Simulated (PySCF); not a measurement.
Species: PH₃.
SMILES: `P`

Method used: PBE0-D3(BJ)/def2-SVP geometry optimisation, gas phase in PySCF 2.14.0.

Take the most abundant isotopes and a rigid rotor. 

**Question.** What are A, B and C (MHz)?

**Answer.** Ia = 3.84, Ib = 3.84, Ic = 4.33 u·Å²; 505379 MHz·u·Å²/I gives A = 131470, B = 131450, C = 116795 MHz.

**Question.** Classify the top.

**Answer.** An oblate symmetric top, as the point group C3v requires two equal moments; the computed ones differ by 0.02 % because the geometry is symmetric only within the optimiser's tolerance. Ray's parameter κ = (2B − A − C)/(A − C) = 0.997; −1 is the prolate and +1 the oblate limit.

**Question.** Is it planar, by Δ = Ic − Ia − Ib?

**Answer.** Not planar: Δ = Ic − Ia − Ib = -3.36 u·Å². For a rigid frame Δ = −2 Σ m c², so Σ m c² = 1.68 u·Å² lies off the ab plane: 1.53 from hydrogen and 0.15 from heavier atoms. The atom farthest from that plane is 0.71 Å away.

**Question.** Where do the R-branch lines fall?

**Answer.** The dipole of 0.91 D lies along the symmetry axis, so ΔK = 0 and J+1 ← J falls at 2B(J+1) for every K: 262.92 GHz, 525.84 GHz, 788.76 GHz, 1051.68 GHz, 1314.60 GHz for J = 0 to 4.

Not checked by PBE0-D3(BJ)/def2-SVP frequencies. No vibrational averaging or centrifugal distortion is included, and the geometry carries the error of its method.

Time: 1.0 s; peak memory 0.24 GiB. Hardware: one thread of an AMD EPYC 7R13, shared host. These figures are those of the optimisation.
